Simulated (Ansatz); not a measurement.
Geometry optimisation, UKS BHLYP/def2-SVP (Ansatz 0.2.0).

Input:

```yaml
crystal:
  periodic: [false, false, false]
  atoms:
    - { symbol: B, position_ang: [0.0, 0.0, 0.0] }
    - { symbol: H, position_ang: [0.0, 0.0, 1.44] }
    - { symbol: "N", position_ang: [1.3423, 0.0, -0.775] }
    - { symbol: H, position_ang: [1.8089, -0.9179, -1.0268] }
    - { symbol: H, position_ang: [1.7937, 0.9179, -1.0532] }
    - { symbol: H, position_ang: [-1.0305, 0.0, -0.595] }
    - { symbol: C, position_ang: [0.0, 0.0, 2.85] }
    - { symbol: H, position_ang: [-0.5653, -0.8805, 3.2205] }
    - { symbol: H, position_ang: [1.0452, -0.0494, 3.2205] }
    - { symbol: H, position_ang: [-0.4798, 0.9298, 3.2205] }
magnetization:
  spin_polarized: true
  initial_magnetization: 1
basis:
  gaussian: { orbitals: def2-SVP }
hamiltonian:
  xc: { name: BHLYP }
relax:
  f_tol: 0.15
  max_steps: 25
  restrain:
    - { distance: [1, 6], at: 2.31, k: 30.0 }
    - { distance: [0, 1], at: 1.19, k: 30.0 }
```

Launched with:

```bash
$ ansatz run input.yaml --threads 2 --pin off --max-ram 3072MiB --backend cpu --events-out ev --progress --plain --runs-dir out
```

**Question.** Where does it end, and by what steps?

**Answer.** The run converged. The restraints hold the end off the free minimum; the threshold counts their pulls, which the force column leaves out. Restrained pairs: H2–C7 (1.41 → 2.32 Å), B1–H2 (1.44 → 1.20 Å). After 9 steps the energy has fallen by 2.496 eV (the restraints' own energy left out); H5 moved furthest, 1.03 Å.

```json
{"step": "0", "energy less start (eV)": "0.0000", "largest force component (eV/Å)": "3.035", "accepted": "yes"}
{"step": "1", "energy less start (eV)": "-0.4927", "largest force component (eV/Å)": "1.772", "accepted": "yes"}
{"step": "2", "energy less start (eV)": "-0.7455", "largest force component (eV/Å)": "2.394", "accepted": "yes"}
{"step": "3", "energy less start (eV)": "-0.8886", "largest force component (eV/Å)": "0.680", "accepted": "yes"}
{"step": "4", "energy less start (eV)": "-1.0777", "largest force component (eV/Å)": "0.766", "accepted": "yes"}
{"step": "5", "energy less start (eV)": "-1.2322", "largest force component (eV/Å)": "2.211", "accepted": "yes"}
{"step": "6", "energy less start (eV)": "-1.7401", "largest force component (eV/Å)": "2.242", "accepted": "yes"}
{"step": "7", "energy less start (eV)": "-2.2208", "largest force component (eV/Å)": "1.484", "accepted": "yes"}
{"step": "8", "energy less start (eV)": "-2.4755", "largest force component (eV/Å)": "0.457", "accepted": "yes"}
{"step": "9", "energy less start (eV)": "-2.4961", "largest force component (eV/Å)": "0.306", "accepted": "yes"}
```

```xyz
10
Properties=species:S:1:pos:R:3
B 0.057 0.115 -0.142
H 0.040 -0.240 1.000
N 1.259 -0.005 -0.818
H 2.057 -0.420 -0.367
H 1.426 0.279 -1.767
H -0.915 0.575 -0.674
C -0.002 -0.076 3.315
H -0.573 -0.996 3.309
H 1.076 -0.108 3.401
H -0.510 0.876 3.244
```

Run time: 20 s on 2 threads of Arm Neoverse V2, on a shared host, peak memory 0.19 GiB.
